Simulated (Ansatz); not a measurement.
A nudged elastic band was laid between two geometries of ClH3Si + FH (7 atoms, charge 0, multiplicity 1).

Theory: Ansatz, RKS B3LYP/def2-SVP.

| Property | Result |
| --- | --- |
| movable images | 5 |
| climbing image | yes |
| spring | 5.0 eV/Å² |
| optimiser | quadratic models (default) |
| start path | through a guess of the saddle point |
| force threshold | 0.05 eV/Å |
| iteration limit | 60 |
| end points | relaxed |

Initial state:

```xyz
7
Properties=species:S:1:pos:R:3
Si 0.279 0.000 -0.049
Cl 0.267 0.000 2.061
H 1.709 0.000 -0.448
H -0.394 1.231 -0.524
H -0.394 -1.231 -0.524
F -2.619 0.000 1.058
H -1.993 0.000 1.750
```

Final state:

```xyz
7
Properties=species:S:1:pos:R:3
Si -0.281 0.000 -0.595
Cl -0.447 0.000 3.614
H 1.032 0.000 0.098
H -0.455 1.223 -1.418
H -0.455 -1.223 -1.418
F -1.456 0.000 0.557
H -1.083 0.000 2.485
```

Q: What changes between the two ends?

A: Bonds broken: Si1–Cl2, F6–H7. Bonds formed: Si1–F6, Cl2–H7. ClH3Si + FH becomes ClH + FH3Si.

Q: What energy profile does the band end with?

A: The run converged. The highest image is number 2 of 0 to 6, 1.15 eV above the first end and 1.53 eV above the last; the last end lies 0.38 eV below the first. A vibrational analysis at the climbing image gives 2 clearly imaginary modes (589i, 143i cm⁻¹): a point of higher order. A lower path may pass nearby, or the ends, which weren't checked, may share the extra mode. The orbitals stay closed-shell, which can raise the energy where a bond breaks towards radicals; this wasn't checked here.

```
image  path coordinate (Å)  energy (eV)  Si1–Cl2 (Å)  F6–H7 (Å)  Si1–F6 (Å)
    0                 0.00         0.00         2.11       0.93        3.10
    1                 0.73         0.36         2.19       0.95        2.42
    2                 1.45         1.15         2.56       1.14        1.90
    3                 1.97         0.52         2.94       1.49        1.71
    4                 2.49        -0.13         3.36       1.69        1.66
    5                 3.02        -0.36         3.81       1.90        1.65
    6                 3.54        -0.38         4.21       1.96        1.65
```

Q: What is the geometry of the highest image?

A: 
```xyz
7
Properties=species:S:1:pos:R:3
Si -0.183 0.000 -0.098
Cl 0.052 0.000 2.448
H 1.303 0.000 -0.017
H -0.547 1.261 -0.789
H -0.547 -1.261 -0.789
F -1.868 0.000 0.776
H -1.354 0.000 1.793
```

The band took 13 iterations and about 2.2 core-minutes.

The run took 2.2 min on 1 thread of Arm Neoverse V2 (shared host), peak memory 0.13 GiB.
